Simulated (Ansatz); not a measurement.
## How far each method lies from full CI for HSiAl, singlet

Geometry: a point of a breathe scan, not a stationary point.

```xyz
3

Si    0.0000   -0.0861    1.6661
Al    0.0000    0.0187   -1.7833
H     0.0000    1.8973    1.3126
```

Basis 6-31G; Ansatz 0.2.0. Only valence electrons are correlated (noble-gas cores frozen), which leaves 8 electrons in 18 orbitals. Prefix R: restricted or restricted open-shell reference; prefix U: unrestricted. Active spaces: pair = (2e, 2o) about the gap; valence = (8e, 9o) chosen from the atoms' valence shells.

Full CI is exact within this basis and frozen core; it isn't the basis-set limit. The frozen core follows each run's orbitals, which can shift R against U totals by a few meV.

RHF is unstable: UHF (⟨S²⟩ = 1.08) lies 0.44 eV below the lowest RHF solution. Higher spins weren't run at this geometry and may lie near or lower.

The UHF ⟨S²⟩ is 1.079, the T1 diagnostic (RCCSD) is 0.0268 and the largest doubles amplitude (RCCSD) is 0.225.

```json
{"level": "RMP2", "E − E(RHF) (eV)": "-1.9961"}
{"level": "RCCSD", "E − E(RHF) (eV)": "-3.0434"}
{"level": "RCCSD(T)", "E − E(RHF) (eV)": "-3.1059"}
```

Problem. Estimate how far full CI in 6-31G lies from RCCSD(T). The table doesn't fix it; the size of (T) and the diagnostics are the guide.

Solution. Full CI in 6-31G lies 1.12 mEh below RCCSD(T), which is 49 % of the (T) step (-2.30 mEh). T1 is raised, a doubles amplitude is large, RHF is unstable towards spin polarisation, and the rest is a large part of (T).

The other levels:

```json
{"level": "UHF†", "E − E(full CI) (mEh)": "99.10", "share of correlation (%)": "–", "wall time": "0.84 s"}
{"level": "CISD", "E − E(full CI) (mEh)": "14.58", "share of correlation (%)": "87.35", "wall time": "0.54 s"}
{"level": "BCCD(T)", "E − E(full CI) (mEh)": "1.19", "share of correlation (%)": "98.97", "wall time": "0.57 s"}
{"level": "RCCSDT", "E − E(full CI) (mEh)": "0.48", "share of correlation (%)": "99.58", "wall time": "–"}
{"level": "CISDTQ", "E − E(full CI) (mEh)": "0.93", "share of correlation (%)": "99.19", "wall time": "2.2 s"}
{"level": "RCCSDT(Q)", "E − E(full CI) (mEh)": "0.14", "share of correlation (%)": "99.88", "wall time": "1.1 s"}
{"level": "RCCSDTQ", "E − E(full CI) (mEh)": "0.02", "share of correlation (%)": "99.98", "wall time": "9 s"}
{"level": "CASSCF (pair space)", "E − E(full CI) (mEh)": "88.79", "share of correlation (%)": "22.96", "wall time": "–"}
{"level": "NEVPT2 (pair space)", "E − E(full CI) (mEh)": "32.98", "share of correlation (%)": "71.39", "wall time": "0.9 s"}
{"level": "MRCISD (pair space)", "E − E(full CI) (mEh)": "8.86", "share of correlation (%)": "92.32", "wall time": "–"}
{"level": "MRCISD+Q (pair space)", "E − E(full CI) (mEh)": "-1.86", "share of correlation (%)": "101.61", "wall time": "1.2 s"}
{"level": "CASSCF (valence space)", "E − E(full CI) (mEh)": "23.24", "share of correlation (%)": "79.83", "wall time": "–"}
{"level": "NEVPT2 (valence space)", "E − E(full CI) (mEh)": "7.44", "share of correlation (%)": "93.54", "wall time": "3.3 s"}
{"level": "NEVPT4(SD) (valence space)", "E − E(full CI) (mEh)": "1.55", "share of correlation (%)": "98.65", "wall time": "4.2 s"}
{"level": "MRCISD (valence space)", "E − E(full CI) (mEh)": "1.01", "share of correlation (%)": "99.12", "wall time": "–"}
{"level": "MRCISD+Q (valence space)", "E − E(full CI) (mEh)": "0.51", "share of correlation (%)": "99.56", "wall time": "4.5 s"}
```

A dagger marks rows that describe another state than the reference (another or a broken symmetry, a higher spin or other natural occupations), so the difference holds a gap between states beside the method's error.

The correlation energy at full CI, counted from RHF, is -3.136 eV. That run took 38 s on 1 thread of Arm Neoverse V1, shared host over 4,682,448 determinants.

Times hold each run's SCF and search for its determinant on a shared host, so for small cases they say little of a method's own cost; they ran on 1 thread of Arm Neoverse V1. Some runs computed forces too.

Not variational, and here over 5 meV under the exact energy: MRCISD+Q (pair space).

The full-CI state has the irrep A' of Cs, in the program's axes.

Natural occupations of full CI about the gap: 1.954 1.905 1.900 1.817 0.143 0.088 0.068 0.045 0.044 0.009; effectively unpaired electrons, Σ n²(2−n)², 0.32.
